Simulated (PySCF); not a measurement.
## Basis and Hamiltonian dependence of the ionisation energy of S

S [Ne] 3s2 3p4 (3P) → S+ [Ne] 3s2 3p3 (4S). Calculated with PySCF 2.14 from differences of total energies of unrestricted determinants, without spin-orbit coupling. Values in eV.

```csv
basis,Hamiltonian,functions,UHF,LDA,PBE0,MP2 (valence),CCSD(T) (valence),CCSD(T) (valence and next inner shell)
jorge-DZP-DKH,spin-free X2C,24,9.161,n/a,n/a,9.622,9.642,n/a
aug-cc-pV(D+d)Z,non-relativistic,32,9.230,10.556,10.396,9.776,9.830,n/a
cc-pVTZ-DK,spin-free X2C,34,9.216,n/a,n/a,9.946,10.082,n/a
pcseg-2,non-relativistic,34,9.235,10.572,n/a,9.842,9.940,n/a
x2c-TZVPall,spin-free X2C,37,9.221,10.543,n/a,9.945,10.080,n/a
dyall-av2z,non-relativistic,50,9.217,10.579,10.391,9.783,n/a,n/a
def2-TZVPPD,non-relativistic,51,9.233,10.568,10.407,9.969,10.111,10.117
aug-cc-pV(T+d)Z,non-relativistic,55,9.243,10.569,10.409,10.005,10.153,n/a
"aug-cc-pV(T+d)Z with one added diffuse shell each of s, p, d, f type",non-relativistic,71,9.242,10.567,10.408,10.005,10.152,n/a
aug-cc-pCVTZ-DK,spin-free X2C,75,9.223,10.556,10.393,9.992,10.139,10.150
def2-QZVPPD,non-relativistic,79,9.236,10.567,10.403,10.084,10.242,10.247
dyall-av3z,spin-free X2C,84,9.216,10.551,10.386,9.986,10.133,n/a
"aug-cc-pV(Q+d)Z with one added diffuse shell each of s, p, d, f, g type",non-relativistic,114,9.239,10.566,10.406,10.102,n/a,n/a
```

Estimate the row for x2c-TZVPPall with one added diffuse shell each of s, p, d type (spin-free X2C, 51 functions).

From the rows with the same Hamiltonian and similar size; the calculation gives UHF 9.22; LDA 10.56; PBE0 10.39; MP2 (valence) 9.96; CCSD(T) (valence) 10.10; CCSD(T) (valence and next inner shell) 10.11 (eV).

Frozen in the all-electron rows: valence: [Ne]; valence and next inner shell: 1s2.

Reference for a calculation without spin-orbit coupling: 10.336 eV (measured, between term centres; NIST).
